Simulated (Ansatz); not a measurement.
# SiHO (doublet): PBE, r2SCAN, PBE0, B3LYP, wB97M-V, B2PLYP, RPA-PBE over vertical spin and charge gaps, cc-pVDZ, part 2 of 2

Ansatz 0.2.0, Gaussian basis; cc-pVDZ, all electrons in the functionals, frozen cores in the correlation of double hybrids and RPA.

## Step 20: wB97M-V, charge 1, singlet

The input, in.yaml:

```yaml
crystal:
  periodic: [false, false, false]
  atoms:
    - {symbol: Si, position_ang: [0.000000, 0.030957, 0.632254]}
    - {symbol: O, position_ang: [0.000000, -0.098798, -1.012863]}
    - {symbol: H, position_ang: [0.000000, 0.705682, -1.539731]}
basis:
  gaussian: {orbitals: cc-pVDZ}
total_charge: 1
hamiltonian: {xc: {name: wB97M-V}}
output: {orbitals: {seedname: orbitals}}
```

Started as:

```sh
> ansatz run in.yaml --threads 1 --pin off --events-out ev --progress --plain --max-ram 2560MiB --backend cpu
```

Log, cut to the lines that bear on the results:

```text
Functional definition: wB97M-V
  name "wB97M-V"
  cite "Mardirossian & Head-Gordon, J. Chem. Phys. 144, 214110 (2016) doi:10.1063/1.4952647"
  cite "Becke, J. Chem. Phys. 107, 8554 (1997) doi:10.1063/1.475007"
  cite "Vydrov & Van Voorhis, J. Chem. Phys. 133, 244103 (2010) doi:10.1063/1.3521275"
  # Of w^i u^j: cxij and so on, Table III.
[...]
  gx(w, u) = 1 - cx + cx01*u + cx10*w
[...]
356 factors; integrals over basis functions are off by at most 1.4e-3 eV
108 factors; integrals over basis functions are off by at most 1.6e-5 eV
[...]
mean field -9931.94748188 eV, -364.9923378434 hartree, gradient 1.3e-5 eV, S^2 0.000000; 0 other end points of the search recorded, 0 dependent functions left out
reference -9931.94751028 eV, -364.9923388871 hartree; 11, 11 occupied and 26, 26 virtual orbitals, 356 factors
Total energy: -9931.94751028 eV, -364.9923388871 hartree
```

Run time: 1.7 s. Hardware: 1 thread of AMD EPYC 7R13, shared host.

From charge 0, doublet: +154.5 kcal/mol.

## Step 21: wB97M-V, charge 1, triplet

Edit in.yaml of step 20 so:

```diff
@@ -9,2 +9,3 @@
 total_charge: 1
+magnetization: {spin_polarized: true, initial_magnetization: 2}
 hamiltonian: {xc: {name: wB97M-V}}
```

Same command.

Log, cut to the lines that bear on the results:

```text
Functional definition: wB97M-V
  name "wB97M-V"
  cite "Mardirossian & Head-Gordon, J. Chem. Phys. 144, 214110 (2016) doi:10.1063/1.4952647"
  cite "Becke, J. Chem. Phys. 107, 8554 (1997) doi:10.1063/1.475007"
  cite "Vydrov & Van Voorhis, J. Chem. Phys. 133, 244103 (2010) doi:10.1063/1.3521275"
  # Of w^i u^j: cxij and so on, Table III.
[...]
  gx(w, u) = 1 - cx + cx01*u + cx10*w
[...]
356 factors; integrals over basis functions are off by at most 1.4e-3 eV
108 factors; integrals over basis functions are off by at most 1.6e-5 eV
[...]
mean field -9927.57473233 eV, -364.8316422614 hartree, gradient 2.6e-6 eV, S^2 2.004233; 1 other end points of the search recorded, 0 dependent functions left out
reference -9927.57476020 eV, -364.8316432857 hartree; 12, 10 occupied and 25, 27 virtual orbitals, 356 factors
Total energy: -9927.57476020 eV, -364.8316432857 hartree
```

It took 4.5 s on 1 thread of AMD EPYC 7R13, shared host.

From the report: ⟨S²⟩ of the determinant 2.004 (pure triplet: 2.00).

From charge 0, doublet: +255.3 kcal/mol.

## Step 22: B2PLYP, charge 0, doublet

The input, in.yaml:

```yaml
crystal:
  periodic: [false, false, false]
  atoms:
    - {symbol: Si, position_ang: [0.000000, 0.030957, 0.632254]}
    - {symbol: O, position_ang: [0.000000, -0.098798, -1.012863]}
    - {symbol: H, position_ang: [0.000000, 0.705682, -1.539731]}
basis:
  gaussian: {orbitals: cc-pVDZ}
magnetization: {spin_polarized: true, initial_magnetization: 1}
hamiltonian: {xc: {name: B2PLYP}}
correlation: {electrons: outside_noble_gas}
```

Same command.

Log, cut to the lines that bear on the results:

```text
Functional definition: B2PLYP
  name "B2PLYP"
  cite "Grimme, J. Chem. Phys. 124, 034108 (2006) doi:10.1063/1.2148954"
  cite "Becke, Phys. Rev. A 38, 3098 (1988) doi:10.1103/PhysRevA.38.3098"
  cite "Lee, Yang & Parr, Phys. Rev. B 37, 785 (1988) doi:10.1103/PhysRevB.37.785"
[...]
357 factors; integrals over basis functions are off by at most 1.4e-3 eV
[...]
mean field -9932.33265561 eV, -365.0064927168 hartree, gradient 5.5e-6 eV, S^2 0.758294; 2 other end points of the search recorded, 0 dependent functions left out
6 core orbitals not correlated: weight in the atoms' cores, before any rotation towards them, 1.000 or more for the frozen orbitals, at most 0.000 for the correlated occupied ones
reference -9932.33275485 eV, -365.0064963639 hartree; 6, 5 occupied and 25, 26 virtual orbitals, 357 factors
second order -8.50000294 eV of doubles, -0.00000000 eV of singles
Total energy: -9934.62775565 eV, -365.0908360874 hartree
```

Run time: 1.4 s. Hardware: 1 thread of AMD EPYC 7R13, shared host.

From the report: ⟨S²⟩ of the determinant 0.758 (pure doublet: 0.75).

## Step 23: B2PLYP, charge 0, quartet

Edit in.yaml of step 22 so:

```diff
@@ -8,3 +8,3 @@
   gaussian: {orbitals: cc-pVDZ}
-magnetization: {spin_polarized: true, initial_magnetization: 1}
+magnetization: {spin_polarized: true, initial_magnetization: 3}
 hamiltonian: {xc: {name: B2PLYP}}
```

Same command.

Log, cut to the lines that bear on the results:

```text
Functional definition: B2PLYP
  name "B2PLYP"
  cite "Grimme, J. Chem. Phys. 124, 034108 (2006) doi:10.1063/1.2148954"
  cite "Becke, Phys. Rev. A 38, 3098 (1988) doi:10.1103/PhysRevA.38.3098"
  cite "Lee, Yang & Parr, Phys. Rev. B 37, 785 (1988) doi:10.1103/PhysRevB.37.785"
[...]
357 factors; integrals over basis functions are off by at most 1.4e-3 eV
[...]
mean field -9928.92872666 eV, -364.8814006350 hartree, gradient 6.1e-7 eV, S^2 3.753562; 0 other end points of the search recorded, 0 dependent functions left out
6 core orbitals not correlated: weight in the atoms' cores, before any rotation towards them, 1.000 or more for the frozen orbitals, at most 0.000 for the correlated occupied ones
reference -9928.92882258 eV, -364.8814041601 hartree; 7, 4 occupied and 24, 27 virtual orbitals, 357 factors
second order -7.62768361 eV of doubles, -0.00000000 eV of singles
Total energy: -9930.98829715 eV, -364.9570884548 hartree
```

It took 0.84 s on 1 thread of AMD EPYC 7R13, shared host.

From the report: ⟨S²⟩ of the determinant 3.754 (pure quartet: 3.75).

From charge 0, doublet: +83.9 kcal/mol.

## Step 24: B2PLYP, charge 1, singlet

Edit in.yaml of step 23 so:

```diff
@@ -8,3 +8,3 @@
   gaussian: {orbitals: cc-pVDZ}
-magnetization: {spin_polarized: true, initial_magnetization: 3}
+total_charge: 1
 hamiltonian: {xc: {name: B2PLYP}}
```

Launched as before.

Log, cut to the lines that bear on the results:

```text
Functional definition: B2PLYP
  name "B2PLYP"
  cite "Grimme, J. Chem. Phys. 124, 034108 (2006) doi:10.1063/1.2148954"
  cite "Becke, Phys. Rev. A 38, 3098 (1988) doi:10.1103/PhysRevA.38.3098"
  cite "Lee, Yang & Parr, Phys. Rev. B 37, 785 (1988) doi:10.1103/PhysRevB.37.785"
[...]
356 factors; integrals over basis functions are off by at most 1.4e-3 eV
[...]
mean field -9925.48963071 eV, -364.7550161899 hartree, gradient 6.2e-7 eV, S^2 0.000000; 0 other end points of the search recorded, 0 dependent functions left out
6 core orbitals not correlated: weight in the atoms' cores, before any rotation towards them, 1.000 or more for the frozen orbitals, at most 0.000 for the correlated occupied ones
reference -9925.48973270 eV, -364.7550199381 hartree; 5, 5 occupied and 26, 26 virtual orbitals, 356 factors
second order -8.63240136 eV of doubles, -0.00000000 eV of singles
Total energy: -9927.82048107 eV, -364.8406733607 hartree
```

Run time: 0.67 s. Hardware: 1 thread of AMD EPYC 7R13, shared host.

From charge 0, doublet: +157.0 kcal/mol.

## Step 25: B2PLYP, charge 1, triplet

Edit in.yaml of step 24 so:

```diff
@@ -9,2 +9,3 @@
 total_charge: 1
+magnetization: {spin_polarized: true, initial_magnetization: 2}
 hamiltonian: {xc: {name: B2PLYP}}
```

Launched as before.

Log, cut to the lines that bear on the results:

```text
Functional definition: B2PLYP
  name "B2PLYP"
  cite "Grimme, J. Chem. Phys. 124, 034108 (2006) doi:10.1063/1.2148954"
  cite "Becke, Phys. Rev. A 38, 3098 (1988) doi:10.1103/PhysRevA.38.3098"
  cite "Lee, Yang & Parr, Phys. Rev. B 37, 785 (1988) doi:10.1103/PhysRevB.37.785"
[...]
356 factors; integrals over basis functions are off by at most 1.4e-3 eV
[...]
mean field -9921.67571858 eV, -364.6148575045 hartree, gradient 1.3e-6 eV, S^2 2.008036; 5 other end points of the search recorded, 0 dependent functions left out
6 core orbitals not correlated: weight in the atoms' cores, before any rotation towards them, 1.000 or more for the frozen orbitals, at most 0.000 for the correlated occupied ones
reference -9921.67582425 eV, -364.6148613878 hartree; 6, 4 occupied and 25, 27 virtual orbitals, 356 factors
second order -7.86737464 eV of doubles, -0.00000000 eV of singles
Total energy: -9923.80001540 eV, -364.6929239729 hartree
```

Run time: 2 s. Hardware: 1 thread of AMD EPYC 7R13, shared host.

From the report: ⟨S²⟩ of the determinant 2.008 (pure triplet: 2.00).

From charge 0, doublet: +249.7 kcal/mol.

## Step 26: RPA-PBE, charge 0, doublet

The input, in.yaml:

```yaml
crystal:
  periodic: [false, false, false]
  atoms:
    - {symbol: Si, position_ang: [0.000000, 0.030957, 0.632254]}
    - {symbol: O, position_ang: [0.000000, -0.098798, -1.012863]}
    - {symbol: H, position_ang: [0.000000, 0.705682, -1.539731]}
basis:
  gaussian: {orbitals: cc-pVDZ}
magnetization: {spin_polarized: true, initial_magnetization: 1}
hamiltonian: {xc: {name: PBE}}
correlation: {method: rpa, electrons: outside_noble_gas}
```

Launched as before.

Log, cut to the lines that bear on the results:

```text
Functional definition: PBE
  name "PBE"
  cite "Perdew, Burke & Ernzerhof, Phys. Rev. Lett. 77, 3865 (1996) doi:10.1103/PhysRevLett.77.3865"
  parent pbe
[...]
357 factors; integrals over basis functions are off by at most 1.4e-3 eV
[...]
mean field -9933.51527249 eV, -365.0499530855 hartree, gradient 4.0e-6 eV, S^2 0.754296; 5 other end points of the search recorded, 0 dependent functions left out
6 core orbitals not correlated: weight in the atoms' cores, before any rotation towards them, 1.000 or more for the frozen orbitals, at most 0.000 for the correlated occupied ones
reference -9914.08997299 eV, -364.3360864958 hartree; 6, 5 occupied and 25, 26 virtual orbitals, 357 factors
Total energy: -9925.29814668 eV, -364.7479792819 hartree
```

It took 1.6 s on 1 thread of AMD EPYC 7R13, shared host.

From the report: ⟨S²⟩ of the determinant 0.754 (pure doublet: 0.75).

## Step 27: RPA-PBE, charge 0, quartet

Edit in.yaml of step 26 so:

```diff
@@ -8,3 +8,3 @@
   gaussian: {orbitals: cc-pVDZ}
-magnetization: {spin_polarized: true, initial_magnetization: 1}
+magnetization: {spin_polarized: true, initial_magnetization: 3}
 hamiltonian: {xc: {name: PBE}}
```

The command is unchanged.

Log, cut to the lines that bear on the results:

```text
Functional definition: PBE
  name "PBE"
  cite "Perdew, Burke & Ernzerhof, Phys. Rev. Lett. 77, 3865 (1996) doi:10.1103/PhysRevLett.77.3865"
  parent pbe
[...]
357 factors; integrals over basis functions are off by at most 1.4e-3 eV
[...]
mean field -9930.01301066 eV, -364.9212473371 hartree, gradient 2.5e-6 eV, S^2 3.751013; 5 other end points of the search recorded, 0 dependent functions left out
6 core orbitals not correlated: weight in the atoms' cores, before any rotation towards them, 1.000 or more for the frozen orbitals, at most 0.000 for the correlated occupied ones
reference -9911.44018141 eV, -364.2387084512 hartree; 7, 4 occupied and 24, 27 virtual orbitals, 357 factors
Total energy: -9921.70557611 eV, -364.6159547483 hartree
```

Run time: 1.6 s. Hardware: 1 thread of AMD EPYC 7R13, shared host.

From the report: ⟨S²⟩ of the determinant 3.751 (pure quartet: 3.75).

From charge 0, doublet: +82.8 kcal/mol.

## Step 28: RPA-PBE, charge 1, singlet

Edit in.yaml of step 27 so:

```diff
@@ -8,3 +8,3 @@
   gaussian: {orbitals: cc-pVDZ}
-magnetization: {spin_polarized: true, initial_magnetization: 3}
+total_charge: 1
 hamiltonian: {xc: {name: PBE}}
```

Launched as before.

Log, cut to the lines that bear on the results:

```text
Functional definition: PBE
  name "PBE"
  cite "Perdew, Burke & Ernzerhof, Phys. Rev. Lett. 77, 3865 (1996) doi:10.1103/PhysRevLett.77.3865"
  parent pbe
[...]
356 factors; integrals over basis functions are off by at most 1.4e-3 eV
[...]
mean field -9926.55549341 eV, -364.7941859220 hartree, gradient 9.0e-6 eV, S^2 0.000000; 2 other end points of the search recorded, 0 dependent functions left out
6 core orbitals not correlated: weight in the atoms' cores, before any rotation towards them, 1.000 or more for the frozen orbitals, at most 0.000 for the correlated occupied ones
reference -9907.41142058 eV, -364.0906542217 hartree; 5, 5 occupied and 26, 26 virtual orbitals, 356 factors
Total energy: -9918.49112015 eV, -364.4978256709 hartree
```

Run time: 0.67 s. Hardware: 1 thread of AMD EPYC 7R13, shared host.

From charge 0, doublet: +157.0 kcal/mol.

## Step 29: RPA-PBE, charge 1, triplet

Edit in.yaml of step 28 so:

```diff
@@ -9,2 +9,3 @@
 total_charge: 1
+magnetization: {spin_polarized: true, initial_magnetization: 2}
 hamiltonian: {xc: {name: PBE}}
```

Same command.

Log, cut to the lines that bear on the results:

```text
Functional definition: PBE
  name "PBE"
  cite "Perdew, Burke & Ernzerhof, Phys. Rev. Lett. 77, 3865 (1996) doi:10.1103/PhysRevLett.77.3865"
  parent pbe
[...]
356 factors; integrals over basis functions are off by at most 1.4e-3 eV
[...]
mean field -9922.70608599 eV, -364.6527228085 hartree, gradient 4.0e-6 eV, S^2 2.003901; 11 other end points of the search recorded, 0 dependent functions left out
6 core orbitals not correlated: weight in the atoms' cores, before any rotation towards them, 1.000 or more for the frozen orbitals, at most 0.000 for the correlated occupied ones
reference -9904.03879311 eV, -363.9667124483 hartree; 6, 4 occupied and 25, 27 virtual orbitals, 356 factors
Total energy: -9914.51976532 eV, -364.3518810725 hartree
```

Wall time 3.1 s (1 thread of AMD EPYC 7R13, shared host).

From the report: ⟨S²⟩ of the determinant 2.004 (pure triplet: 2.00).

From charge 0, doublet: +248.6 kcal/mol.

## Step 30: Against the wave-function levels

The yardstick is UCCSDTQ, where the cluster series has nearly closed. It and the other wave-function rows come from earlier runs at the same points. Energies in kcal/mol, counted from charge 0, doublet; blanks weren't run or aren't comparable.

| level | doublet to quartet | ionisation to the singlet cation | ionisation to the triplet cation |
| --- | --- | --- | --- |
| UCCSDTQ | 79.2 | 153.7 | 246.3 |
| PBE | 80.8 | 160.5 | 249.3 |
| r2SCAN | 73.6 | 164.1 | 248.0 |
| PBE0 | 78.8 | 163.3 | 251.3 |
| B3LYP | 86.0 | 161.4 | 254.1 |
| wB97M-V | 90.6 | 154.5 | 255.3 |
| B2PLYP | 83.9 | 157.0 | 249.7 |
| RPA-PBE | 82.8 | 157.0 | 248.6 |
| RHF | 55.9 | 150.6 | 226.3 |
| UHF | 57.8 | 153.3 | 227.5 |
| RMP2 | 74.4 | 152.7 | 242.4 |
| UMP2 | 73.9 | 152.4 | 241.8 |
| RCCSD | 78.2 | 154.4 | 247.0 |
| RCCSD(T) | 79.0 | 153.8 | 246.5 |
| UCCSD(T) | 79.0 | 153.8 | 246.5 |
| RCCSDT(Q) | 79.2 | 153.6 | 246.3 |
| UCCSDT(Q) | 79.2 | 153.7 | 246.2 |

Largest miss and mean time a point (UCCSDTQ took 53 s a point; shared hosts):

| level | largest miss (kcal/mol) | where | time a point |
| --- | --- | --- | --- |
| PBE | +6.8 | ionisation to the singlet cation | 1.3 s |
| r2SCAN | +10.4 | ionisation to the singlet cation | 1.7 s |
| PBE0 | +9.6 | ionisation to the singlet cation | 0.85 s |
| B3LYP | +7.8 | ionisation to the triplet cation | 0.91 s |
| wB97M-V | +11.5 | doublet to quartet | 3.2 s |
| B2PLYP | +4.8 | doublet to quartet | 1.2 s |
| RPA-PBE | +3.7 | doublet to quartet | 1.7 s |
| RHF | -23.3 | doublet to quartet |  |
| UHF | -21.4 | doublet to quartet |  |
| RMP2 | -4.8 | doublet to quartet |  |
| UMP2 | -5.2 | doublet to quartet |  |
| RCCSD | -1.0 | doublet to quartet |  |
| RCCSD(T) | +0.2 | ionisation to the triplet cation | 1.9 s |
| UCCSD(T) | +0.2 | ionisation to the triplet cation | 2.5 s |
| RCCSDT(Q) | -0.1 | ionisation to the singlet cation | 12 s |
| UCCSDT(Q) | -0.1 | ionisation to the triplet cation | 15 s |

## Step 31: What came out

What follows sums up all 2 parts.

```
                                 quantity                                              value
              doublet to quartet, UCCSDTQ                                      79.2 kcal/mol
ionisation to the singlet cation, UCCSDTQ                                     153.7 kcal/mol
ionisation to the triplet cation, UCCSDTQ                                     246.3 kcal/mol
                        largest miss, PBE   +6.8 kcal/mol (ionisation to the singlet cation)
                     largest miss, r2SCAN  +10.4 kcal/mol (ionisation to the singlet cation)
                       largest miss, PBE0   +9.6 kcal/mol (ionisation to the singlet cation)
                      largest miss, B3LYP   +7.8 kcal/mol (ionisation to the triplet cation)
                    largest miss, wB97M-V                +11.5 kcal/mol (doublet to quartet)
                     largest miss, B2PLYP                 +4.8 kcal/mol (doublet to quartet)
                    largest miss, RPA-PBE                 +3.7 kcal/mol (doublet to quartet)
                   largest miss, RCCSD(T)   +0.2 kcal/mol (ionisation to the triplet cation)
                   largest miss, UCCSD(T)   +0.2 kcal/mol (ionisation to the triplet cation)
```

In words: Of the functionals, RPA-PBE keep the smallest largest miss at the points compared (at most 3.7 kcal/mol) and wB97M-V strays most (11.5 kcal/mol, at doublet to quartet). Functionals and the yardstick converge differently with the basis, so part of each miss in cc-pVDZ is the basis.
